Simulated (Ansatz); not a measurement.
# MgF (doublet): the correlation ladder at distance F1–Mg2 = 1.933 Å, 6-31G

Aim: climb from Hartree-Fock through coupled cluster and multireference methods for MgF (doublet) at one geometry and basis, and see what each rung misses.

Method: 6-31G, core rule «outside noble gas», up to 6 orbitals frozen; program: Ansatz 0.2.0, Gaussian basis.

Plan: UHF; CCSD(T) on ROHF; CCSD(T) on UHF; BCCD(T) on ROHF; CISD as a restricted active space (open shells left free, so some higher excitations enter); CCSDT(Q) on ROHF; CCSDT(Q) on UHF; CISDTQ; CCSDTQ on ROHF; CCSDTQ on UHF; CASSCF and MRCISD+Q, 3 electrons in 3 orbitals; CASSCF and NEVPT2, 3 electrons in 3 orbitals; Full CI.

28 further runs of the same task are left out: 14 for a known fault of the program, 9 that didn't finish, 5 set aside as unsound or not needed. Runs told in other sessions of the task aren't counted.

**1. What is computed**

The geometry derives from a PBE0/def2-TZVP stationary point (not a proven minimum). One bond is set to the value named and the two fragments are kept rigid.

2 atoms, charge 0, spin multiplicity 2.

Atoms are counted from 1 here; the program's logs count them from 0.

Bond lengths: F1–Mg2 1.933 Å.

Coordinates:

```
F     0.0000    0.0000    0.0000
Mg    0.0000    0.0000    1.9330
```

**2. UHF**

in.yaml

```yaml
crystal:
  periodic: [false, false, false]
  atoms:
    - {symbol: F, position_ang: [0.000000, 0.000000, 0.000000]}
    - {symbol: Mg, position_ang: [0.000000, 0.000000, 1.933000]}
basis:
  gaussian: {orbitals: 6-31G}
magnetization: {spin_polarized: true, initial_magnetization: 1}
hamiltonian: {xc: hf}
output: {orbitals: {seedname: orbitals}}
```

Launch:

```sh
$ ansatz run in.yaml --threads 1 --pin off --events-out ev --progress --plain --max-ram 2393MiB
```

The runs that follow: CCSD(T) on ROHF; CCSD(T) on UHF; BCCD(T) on ROHF; CISD as a restricted active space (open shells left free, so some higher excitations enter); CCSDT(Q) on ROHF; CCSDT(Q) on UHF; CISDTQ; CCSDTQ on ROHF; CCSDTQ on UHF; CASSCF and MRCISD+Q, 3 electrons in 3 orbitals; CASSCF and NEVPT2, 3 electrons in 3 orbitals; Full CI.

Before running them: what should the planned runs give, taken together? Wanted: FCI from the RHF energy; RMP2 from FCI; UMP2 from FCI; RCCSD from FCI; RCCSD(T) from FCI; UCCSD(T) from FCI; RCCSDT(Q) from FCI; UCCSDT(Q) from FCI; NEVPT2 pair from FCI.

As calculated:

| quantity | value |
| --- | --- |
| FCI from the ROHF energy | -3.8044 eV |
| RMP2 from FCI | +66.7 meV |
| UMP2 from FCI | +61.6 meV |
| RCCSD from FCI | +69.2 meV |
| RCCSD(T) from FCI | +16.6 meV |
| UCCSD(T) from FCI | +16.0 meV |
| RCCSDT(Q) from FCI | +0.3 meV |
| UCCSDT(Q) from FCI | -4.1 meV |
| NEVPT2 pair from FCI | -24.2 meV |
| MRCISD+Q pair from FCI | +55.2 meV |
| levels within 1 kcal/mol (43 meV) | RCCSD(T), UCCSD(T), BCCD(T), RCCSDT, UCCSDT, CISDTQ, RCCSDT(Q), UCCSDT(Q), RCCSDTQ, UCCSDTQ, NEVPT2 pair |
| T1 diagnostic | 0.026 |
| effectively unpaired electrons | 1.01 |

In words: RCCSD(T) lands +16.6 meV from the yardstick (0.4 % of the correlation energy). UCCSDT(Q), NEVPT2 pair fall below full CI: unrestricted runs freeze a spin-polarised core, another one than full CI's, and coupled cluster isn't variational. One determinant dominates. Of the multireference levels listed NEVPT2 pair comes nearest in total energy (-24.2 meV), which doesn't show that its space is the better one. These misses are within one basis, not against nature; the frozen cores of restricted and unrestricted runs differ, which can shift their rows.

Levels on UHF freeze UHF's core orbitals, full CI those of ROHF, so the U rows can settle a little off it for that reason alone.

With open shells the CI space here admits some higher excitations, so it is larger than plain CISD.
